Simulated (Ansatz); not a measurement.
Two isomers of C4H6O: A = `C1=COCC1`, B = `C#COCC`.

Program: Ansatz. Geometries: PBE0-D4/def2-TZVP. ΔE: electronic, gas phase. CCSD(T)/CBS is the MP2 limit (def2-TZVPP, def2-QZVPP) plus CCSD(T) − MP2 in def2-TZVPP, frozen cores. Functionals use def2-TZVPP. B3LYP here is the variant with VWN-RPA as its local correlation; programs differ in this. Each species was taken in one conformer, which may not be the lowest.

(1) Which is lower in electronic energy at CCSD(T)/CBS, and by how much? (An estimate is asked.)

(2) Give E(B) − E(A) in kJ/mol with CCSD(T)/def2-TZVPP, B3LYP-D4, MP2/def2-TZVPP, B2PLYP, LDA (SPW92), PBE-D4, HF/def2-TZVPP. (Best estimate.)

(3) Does the order hold for the free energy at 298.15 K (harmonic terms from PBE0-D4)? (An estimate is asked.)

Largest T1 diagnostic: 0.012.

## Answers

(1) The calculation gave: A, by 159.6 kJ/mol.

(2) Ansatz gave: CCSD(T)/def2-TZVPP 159.5, B3LYP-D4 151.2, MP2/def2-TZVPP 156.5, B2PLYP 148.2, LDA (SPW92) 188.0, PBE-D4 166.7, HF/def2-TZVPP 141.9. None reverses the order clearly.

(3) Ansatz gave: Yes: G(B) − G(A) = +144.3 kJ/mol, for one conformer each.

The D4 term adds +5.6 kJ/mol with B3LYP and +2.6 kJ/mol with PBE0; it sums over pairs of atoms, weighted by their polarisabilities, and B3LYP, whose exchange is more repulsive, gets the larger term. From BLYP to BHLYP (50 % exact exchange), in def2-TZVPP and without D4, E(B) − E(A) moves by +19.5 kJ/mol.
